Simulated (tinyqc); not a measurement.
Inside a calculation (part 1 of 3). Method: UKS/PBE in the sto-6g basis, for CH2, spin multiplicity 3. Computed by tinyqc, a small Python program that keeps every step (integrals from PySCF). Settings: charge = 0, multiplicity = 3, basis = sto-6g, energy threshold = 1e-09, iteration cap = 89, orthogonalisation = symmetric, start = random, DIIS depth = 8, DIIS from iteration = 2, damping = 0.3, method = UKS, functional = pbe,pbe, grid = [30, 50]. Command: `OMP_NUM_THREADS=1 python tinyqc.py 28074 28075 out.jsonl` (the two numbers bound the seeds that draw the settings). One thread of a shared host (Intel(R) Xeon(R) Processor @ 2.60GHz), about 5 s of CPU time with the checks. Later iterations appear only in the table of the cycle.

## One-electron integrals

Geometry (angstrom):
```
atom         x          y         z
C     0.000000   0.000000  0.000000
H     0.000000   1.327000  0.781000
H     0.000000  -1.327000  0.781000
```

Basis sto-6g: exponents (1/bohr^2) and contraction coefficients of normalised primitives:
```
element  l (shell)    exponent  coefficient
C            s (1)  742.737049     0.009164
C            s (1)  136.180025     0.049361
C            s (1)   38.098264     0.168538
C            s (1)   13.087782     0.370563
C            s (1)    5.082369     0.416492
C            s (1)    2.093200     0.130334
C            s (2)   30.497239    -0.013253
C            s (2)    6.036200    -0.046992
C            s (2)    1.876046    -0.033785
C            s (2)    0.721783     0.250242
C            s (2)    0.313471     0.595117
C            s (2)    0.143687     0.240706
C            p (3)   30.497239     0.003760
C            p (3)    6.036200     0.037679
C            p (3)    1.876046     0.173897
C            p (3)    0.721783     0.418036
C            p (3)    0.313471     0.425860
C            p (3)    0.143687     0.101708
H            s (1)   35.523221     0.009164
H            s (1)    6.513144     0.049361
H            s (1)    1.822143     0.168538
H            s (1)    0.625955     0.370563
H            s (1)    0.243077     0.416492
H            s (1)    0.100112     0.130334
```

Overlap, kinetic and nuclear-attraction integrals over the contracted functions; the nuclear repulsion is the sum of Za Zb / Rab.

nuclear repulsion = 4.32346471 hartree

overlap S, order 1C 1s, 1C 2s, 1C 2px, 1C 2py, 1C 2pz, 2H 1s, 3H 1s:
```
[[1.000000, 0.243228, 0.000000, 0.000000, 0.000000, 0.023043, 0.023043],
 [0.243228, 1.000000, 0.000000, 0.000000, 0.000000, 0.270873, 0.270873],
 [0.000000, 0.000000, 1.000000, 0.000000, 0.000000, 0.000000, 0.000000],
 [0.000000, 0.000000, 0.000000, 1.000000, 0.000000, 0.256452, -0.256452],
 [0.000000, 0.000000, 0.000000, 0.000000, 1.000000, 0.150934, 0.150934],
 [0.023043, 0.270873, 0.000000, 0.256452, 0.150934, 1.000000, 0.040054],
 [0.023043, 0.270873, 0.000000, -0.256452, 0.150934, 0.040054, 1.000000]]
```

kinetic energy T (hartree), order 1C 1s, 1C 2s, 1C 2px, 1C 2py, 1C 2pz, 2H 1s, 3H 1s:
```
[[16.068641, -0.492789, 0.000000, 0.000000, 0.000000, -0.007267, -0.007267],
 [-0.492789, 0.492405, 0.000000, 0.000000, 0.000000, 0.011337, 0.011337],
 [0.000000, 0.000000, 1.479234, 0.000000, 0.000000, 0.000000, 0.000000],
 [0.000000, 0.000000, 0.000000, 1.479234, 0.000000, 0.063112, -0.063112],
 [0.000000, 0.000000, 0.000000, 0.000000, 1.479234, 0.037144, 0.037144],
 [-0.007267, 0.011337, 0.000000, 0.063112, 0.037144, 0.768522, -0.008654],
 [-0.007267, 0.011337, 0.000000, -0.063112, 0.037144, -0.008654, 0.768522]]
```

nuclear attraction V (hartree), order 1C 1s, 1C 2s, 1C 2px, 1C 2py, 1C 2pz, 2H 1s, 3H 1s:
```
[[-34.695308, -3.785605, 0.000000, 0.000000, -0.009087, -0.401227, -0.401227],
 [-3.785605, -5.845215, 0.000000, 0.000000, -0.098456, -1.192365, -1.192365],
 [0.000000, 0.000000, -5.806310, 0.000000, 0.000000, 0.000000, 0.000000],
 [0.000000, 0.000000, 0.000000, -5.892484, 0.000000, -1.034950, 1.034950],
 [-0.009087, -0.098456, 0.000000, 0.000000, -5.836159, -0.621600, -0.621600],
 [-0.401227, -1.192365, 0.000000, -1.034950, -0.621600, -3.494002, -0.152618],
 [-0.401227, -1.192365, 0.000000, 1.034950, -0.621600, -0.152618, -3.494002]]
```

core Hamiltonian H = T + V (hartree), order 1C 1s, 1C 2s, 1C 2px, 1C 2py, 1C 2pz, 2H 1s, 3H 1s:
```
[[-18.626667, -4.278394, 0.000000, 0.000000, -0.009087, -0.408495, -0.408495],
 [-4.278394, -5.352809, 0.000000, 0.000000, -0.098456, -1.181029, -1.181029],
 [0.000000, 0.000000, -4.327076, 0.000000, 0.000000, 0.000000, 0.000000],
 [0.000000, 0.000000, 0.000000, -4.413250, 0.000000, -0.971837, 0.971837],
 [-0.009087, -0.098456, 0.000000, 0.000000, -4.356925, -0.584456, -0.584456],
 [-0.408495, -1.181029, 0.000000, -0.971837, -0.584456, -2.725480, -0.161272],
 [-0.408495, -1.181029, 0.000000, 0.971837, -0.584456, -0.161272, -2.725480]]
```

## Two-electron integrals

Functions are numbered as in S; the eight-fold symmetry (ij|kl) = (ji|kl) = (kl|ij) leaves the list below.

Two-electron integrals (ij|kl) in chemists' order, unique and non-zero (hartree):
```
(11|11) 3.543743    (21|11) 0.529462    (21|21) 0.100317    (22|11) 0.853596
(22|21) 0.199930    (22|22) 0.624844    (31|31) 0.021271    (32|31) 0.031868
(32|32) 0.138108    (33|11) 0.853598    (33|21) 0.199930    (33|22) 0.624843
(33|33) 0.673218    (41|41) 0.021271    (42|41) 0.031868    (42|42) 0.138108
(43|43) 0.036281    (44|11) 0.853598    (44|21) 0.199930    (44|22) 0.624843
(44|33) 0.600655    (44|44) 0.673218    (51|51) 0.021271    (52|51) 0.031868
(52|52) 0.138108    (53|53) 0.036281    (54|54) 0.036281    (55|11) 0.853598
(55|21) 0.199930    (55|22) 0.624843    (55|33) 0.600655    (55|44) 0.600655
(55|55) 0.673218    (61|11) 0.052502    (61|21) 0.009595    (61|22) 0.018876
(61|33) 0.018807    (61|41) 0.000543    (61|42) 0.001066    (61|44) 0.018960
(61|51) 0.000319    (61|52) 0.000627    (61|54) 0.000090    (61|55) 0.018860
(61|61) 0.000943    (62|11) 0.156710    (62|21) 0.037419    (62|22) 0.132882
(62|33) 0.129513    (62|41) 0.003254    (62|42) 0.023662    (62|44) 0.137019
(62|51) 0.001915    (62|52) 0.013926    (62|54) 0.004418    (62|55) 0.132113
(62|61) 0.003713    (62|62) 0.041575    (63|31) 0.003551    (63|32) 0.019363
(63|43) 0.004355    (63|53) 0.002563    (63|63) 0.004373    (64|11) 0.128494
(64|21) 0.031047    (64|22) 0.116344    (64|33) 0.110859    (64|41) 0.005783
(64|42) 0.037826    (64|44) 0.125321    (64|51) 0.001314    (64|52) 0.010866
(64|54) 0.005948    (64|55) 0.112852    (64|61) 0.003196    (64|62) 0.042946
(64|64) 0.047890    (65|11) 0.075625    (65|21) 0.018273    (65|22) 0.068474
(65|33) 0.065246    (65|41) 0.001314    (65|42) 0.010866    (65|44) 0.068631
(65|51) 0.004324    (65|52) 0.025758    (65|54) 0.006347    (65|55) 0.071544
(65|61) 0.001881    (65|62) 0.025276    (65|64) 0.025612    (65|65) 0.019447
(66|11) 0.342418    (66|21) 0.083210    (66|22) 0.336334    (66|33) 0.321155
(66|41) 0.007469    (66|42) 0.075786    (66|44) 0.354975    (66|51) 0.004396
(66|52) 0.044603    (66|54) 0.019905    (66|55) 0.332870    (66|61) 0.008312
(66|62) 0.145940    (66|64) 0.164822    (66|65) 0.097005    (66|66) 0.774999
(71|11) 0.052502    (71|21) 0.009595    (71|22) 0.018876    (71|33) 0.018807
(71|41) -0.000543   (71|42) -0.001066   (71|44) 0.018960    (71|51) 0.000319
(71|52) 0.000627    (71|54) -0.000090   (71|55) 0.018860    (71|61) 0.000913
(71|62) 0.003459    (71|64) 0.002761    (71|65) 0.001761    (71|66) 0.007688
(71|71) 0.000943    (72|11) 0.156710    (72|21) 0.037419    (72|22) 0.132882
(72|33) 0.129513    (72|41) -0.003254   (72|42) -0.023662   (72|44) 0.137019
(72|51) 0.001915    (72|52) 0.013926    (72|54) -0.004418   (72|55) 0.132113
(72|61) 0.003459    (72|62) 0.026847    (72|64) 0.020828    (72|65) 0.015925
(72|66) 0.070338    (72|71) 0.003713    (72|72) 0.041575    (73|31) 0.003551
(73|32) 0.019363    (73|43) -0.004355   (73|53) 0.002563    (73|63) 0.002533
(73|73) 0.004373    (74|11) -0.128494   (74|21) -0.031047   (74|22) -0.116344
(74|33) -0.110859   (74|41) 0.005783    (74|42) 0.037826    (74|44) -0.125321
(74|51) -0.001314   (74|52) -0.010866   (74|54) 0.005948    (74|55) -0.112852
(74|61) -0.002761   (74|62) -0.020828   (74|64) -0.014292   (74|65) -0.012178
(74|66) -0.053781   (74|71) -0.003196   (74|72) -0.042946   (74|74) 0.047890
(75|11) 0.075625    (75|21) 0.018273    (75|22) 0.068474    (75|33) 0.065246
(75|41) -0.001314   (75|42) -0.010866   (75|44) 0.068631    (75|51) 0.004324
(75|52) 0.025758    (75|54) -0.006347   (75|55) 0.071544    (75|61) 0.001761
(75|62) 0.015925    (75|64) 0.012178    (75|65) 0.011785    (75|66) 0.043490
(75|71) 0.001881    (75|72) 0.025276    (75|74) -0.025612   (75|75) 0.019447
(76|11) 0.019403    (76|21) 0.004658    (76|22) 0.017332    (76|33) 0.016867
(76|44) 0.017370    (76|51) 0.000387    (76|52) 0.003080    (76|55) 0.017760
(76|61) 0.000450    (76|62) 0.004762    (76|64) 0.004360    (76|65) 0.003178
(76|66) 0.015798    (76|71) 0.000450    (76|72) 0.004762    (76|74) -0.004360
(76|75) 0.003178    (76|76) 0.000718    (77|11) 0.342418    (77|21) 0.083210
(77|22) 0.336334    (77|33) 0.321155    (77|41) -0.007469   (77|42) -0.075786
(77|44) 0.354975    (77|51) 0.004396    (77|52) 0.044603    (77|54) -0.019905
(77|55) 0.332870    (77|61) 0.007688    (77|62) 0.070338    (77|64) 0.053781
(77|65) 0.043490    (77|66) 0.199326    (77|71) 0.008312    (77|72) 0.145940
(77|74) -0.164822   (77|75) 0.097005    (77|76) 0.015798    (77|77) 0.774999
```

## Orthogonalisation

S = U s U^T; symmetric (Loewdin) form X = U s^(-1/2) U^T, so that X^T S X = 1.

eigenvalues of S: [0.538073, 0.616742, 0.884627, 1.000000, 1.097243, 1.343203, 1.520112]

X, order 1C 1s, 1C 2s, 1C 2px, 1C 2py, 1C 2pz, 2H 1s, 3H 1s:
```
[[1.024311, -0.134385, 0.000000, 0.000000, -0.004347, 0.015841, 0.015841],
 [-0.134385, 1.088611, 0.000000, 0.000000, 0.035459, -0.153135, -0.153135],
 [0.000000, 0.000000, 1.000000, 0.000000, 0.000000, 0.000000, 0.000000],
 [0.000000, 0.000000, 0.000000, 1.056777, 0.000000, -0.144918, 0.144918],
 [-0.004347, 0.035459, 0.000000, 0.000000, 1.019222, -0.083377, -0.083377],
 [0.015841, -0.153135, 0.000000, -0.144918, -0.083377, 1.069740, -0.009672],
 [0.015841, -0.153135, 0.000000, 0.144918, -0.083377, -0.009672, 1.069740]]
```

## Starting guess

The start is random orthonormal orbitals; D(s) = C_occ C_occ^T for each spin.

D(alpha) at the start, order 1C 1s, 1C 2s, 1C 2px, 1C 2py, 1C 2pz, 2H 1s, 3H 1s:
```
[[0.959118, -0.156941, -0.015930, -0.035388, -0.307840, 0.081584, 0.070103],
 [-0.156941, 0.874587, -0.275721, -0.062259, 0.414075, -0.284037, -0.037749],
 [-0.015930, -0.275721, 0.595225, -0.148727, -0.098568, 0.118122, 0.433323],
 [-0.035388, -0.062259, -0.148727, 1.096060, -0.114850, -0.259890, 0.468539],
 [-0.307840, 0.414075, -0.098568, -0.114850, 0.264090, -0.088933, -0.075773],
 [0.081584, -0.284037, 0.118122, -0.259890, -0.088933, 1.156735, -0.137300],
 [0.070103, -0.037749, 0.433323, 0.468539, -0.075773, -0.137300, 0.732197]]
```

D(beta) at the start, order 1C 1s, 1C 2s, 1C 2px, 1C 2py, 1C 2pz, 2H 1s, 3H 1s:
```
[[0.100934, -0.165706, -0.124263, -0.008613, -0.094508, 0.079449, -0.178111],
 [-0.165706, 0.751805, -0.113302, -0.371570, 0.392507, -0.154191, -0.097710],
 [-0.124263, -0.113302, 0.363603, 0.267269, -0.039987, -0.055236, 0.478527],
 [-0.008613, -0.371570, 0.267269, 0.314061, -0.181427, 0.067867, 0.331384],
 [-0.094508, 0.392507, -0.039987, -0.181427, 0.206462, -0.063266, -0.025185],
 [0.079449, -0.154191, -0.055236, 0.067867, -0.063266, 1.019267, -0.077133],
 [-0.178111, -0.097710, 0.478527, 0.331384, -0.025185, -0.077133, 0.633528]]
```

## Iteration 1: exchange-correlation on the grid

Becke grid with 30 radial and 50 angular points per atom, points of zero weight dropped. rho = sum D_ij phi_i phi_j; V_xc,ij = sum w v_xc phi_i phi_j plus the gradient terms; v_xc is d(rho eps)/d rho(s) for spin s at fixed gradient.

The 16 grid points with the largest w rho, of 4492 (bohr, atomic units):
```
x                  y         z         w  rho(alpha)  rho(beta)     eps_xc  v_xc(alpha)
-0.703250  -0.703250  0.703250  0.094504    0.137940   0.136647  -0.546391    -0.694671
0.000000   -0.861302  0.861302  0.097183    0.139249   0.126361  -0.540895    -0.695181
-0.861302  -0.861302  0.000000  0.102396    0.119088   0.118394  -0.523312    -0.661149
-1.047010   0.000000  1.047010  0.174213    0.080896   0.057997  -0.450617    -0.572000
-0.861302   0.000000  0.861302  0.102872    0.136510   0.098191  -0.523435    -0.688966
-0.854880  -0.854880  0.854880  0.152662    0.077983   0.077280  -0.465489    -0.565765
-0.367260  -1.101781  0.367260  0.087700    0.141461   0.123902  -0.542541    -0.695074
-1.047010  -1.047010  0.000000  0.171252    0.068020   0.067682  -0.447254    -0.541023
-1.101781  -0.367260  0.367260  0.091923    0.132306   0.115517  -0.529845    -0.684834
0.000000   -0.700193  0.700193  0.058137    0.206026   0.185787  -0.606276    -0.796889
-1.339340  -0.446447  0.446447  0.155621    0.077812   0.067498  -0.455042    -0.567312
-0.367260  -0.367260  1.101781  0.091137    0.125658   0.120596  -0.528059    -0.675251
-0.571706  -0.571706  0.571706  0.054764    0.205007   0.204011  -0.613953    -0.798337
-0.446447  -0.446447  1.339340  0.150666    0.073634   0.070532  -0.453608    -0.558174
0.367260   -1.101781  0.367260  0.087700    0.148546   0.097232  -0.531829    -0.704916
0.000000   -1.047010  1.047010  0.139590    0.080265   0.074008  -0.462040    -0.574356
```

electrons on the grid, sum of w rho = 7.999589

E_xc = sum of w rho eps_xc = -4.70734842 hartree

V_xc(alpha) (hartree), order 1C 1s, 1C 2s, 1C 2px, 1C 2py, 1C 2pz, 2H 1s, 3H 1s:
```
[[-2.222613, -0.283891, 0.006507, 0.003135, 0.000956, -0.029303, -0.029546],
 [-0.283891, -0.554405, 0.027568, 0.006276, -0.060967, -0.131149, -0.126341],
 [0.006507, 0.027568, -0.555595, 0.014351, 0.002401, 0.004454, 0.000744],
 [0.003135, 0.006276, 0.014351, -0.596287, 0.007277, -0.124085, 0.117396],
 [0.000956, -0.060967, 0.002401, 0.007277, -0.511317, -0.076606, -0.073210],
 [-0.029303, -0.131149, 0.004454, -0.124085, -0.076606, -0.535256, -0.016098],
 [-0.029546, -0.126341, 0.000744, 0.117396, -0.073210, -0.016098, -0.466608]]
```

V_xc(beta) (hartree), order 1C 1s, 1C 2s, 1C 2px, 1C 2py, 1C 2pz, 2H 1s, 3H 1s:
```
[[-1.207439, -0.171051, 0.019478, 0.015462, -0.007125, -0.017162, -0.018320],
 [-0.171051, -0.464649, 0.012746, 0.049428, -0.087397, -0.116244, -0.117818],
 [0.019478, 0.012746, -0.482279, -0.030103, -0.001921, -0.001118, 0.001877],
 [0.015462, 0.049428, -0.030103, -0.474314, 0.010564, -0.108359, 0.113526],
 [-0.007125, -0.087397, -0.001921, 0.010564, -0.437249, -0.075394, -0.073486],
 [-0.017162, -0.116244, -0.001118, -0.108359, -0.075394, -0.525397, -0.015155],
 [-0.018320, -0.117818, 0.001877, 0.113526, -0.073486, -0.015155, -0.453117]]
```

## Iteration 1: building the Kohn-Sham matrix

J_ij = sum D_kl (ij|kl) with D = D(alpha) + D(beta); F = H + J + V_xc; E = tr D H + tr D J / 2 + E_xc + E_nn.

Coulomb J (hartree), order 1C 1s, 1C 2s, 1C 2px, 1C 2py, 1C 2pz, 2H 1s, 3H 1s:
```
[[7.963952, 1.569339, -0.023836, -0.018252, 0.042734, 0.151272, 0.152438],
 [1.569339, 4.334149, -0.078642, -0.030107, 0.303287, 1.042740, 1.011200],
 [-0.023836, -0.078642, 4.297857, 0.001207, -0.005057, -0.010569, -0.009510],
 [-0.018252, -0.030107, 0.001207, 4.411170, -0.001416, 0.957003, -0.914422],
 [0.042734, 0.303287, -0.005057, -0.001416, 4.293415, 0.602766, 0.576065],
 [0.151272, 1.042740, -0.010569, 0.957003, 0.602766, 3.429875, 0.139399],
 [0.152438, 1.011200, -0.009510, -0.914422, 0.576065, 0.139399, 3.035762]]
```

F(alpha) (hartree), order 1C 1s, 1C 2s, 1C 2px, 1C 2py, 1C 2pz, 2H 1s, 3H 1s:
```
[[-12.885328, -2.992947, -0.017329, -0.015117, 0.034604, -0.286525, -0.285603],
 [-2.992947, -1.573065, -0.051074, -0.023831, 0.143863, -0.269437, -0.296169],
 [-0.017329, -0.051074, -0.584814, 0.015559, -0.002657, -0.006115, -0.008766],
 [-0.015117, -0.023831, 0.015559, -0.598366, 0.005861, -0.138919, 0.174812],
 [0.034604, 0.143863, -0.002657, 0.005861, -0.574827, -0.058295, -0.081601],
 [-0.286525, -0.269437, -0.006115, -0.138919, -0.058295, 0.169139, -0.037971],
 [-0.285603, -0.296169, -0.008766, 0.174812, -0.081601, -0.037971, -0.156326]]
```

F(beta) (hartree), order 1C 1s, 1C 2s, 1C 2px, 1C 2py, 1C 2pz, 2H 1s, 3H 1s:
```
[[-11.870154, -2.880107, -0.004358, -0.002791, 0.026522, -0.274384, -0.274376],
 [-2.880107, -1.483309, -0.065896, 0.019321, 0.117434, -0.254533, -0.287647],
 [-0.004358, -0.065896, -0.511498, -0.028896, -0.006978, -0.011687, -0.007634],
 [-0.002791, 0.019321, -0.028896, -0.476394, 0.009149, -0.123193, 0.170942],
 [0.026522, 0.117434, -0.006978, 0.009149, -0.500760, -0.057084, -0.081877],
 [-0.274384, -0.254533, -0.011687, -0.123193, -0.057084, 0.178998, -0.037028],
 [-0.274376, -0.287647, -0.007634, 0.170942, -0.081877, -0.037028, -0.142835]]
```

total energy of this density = -26.88510770 hartree

This density is the starting one.
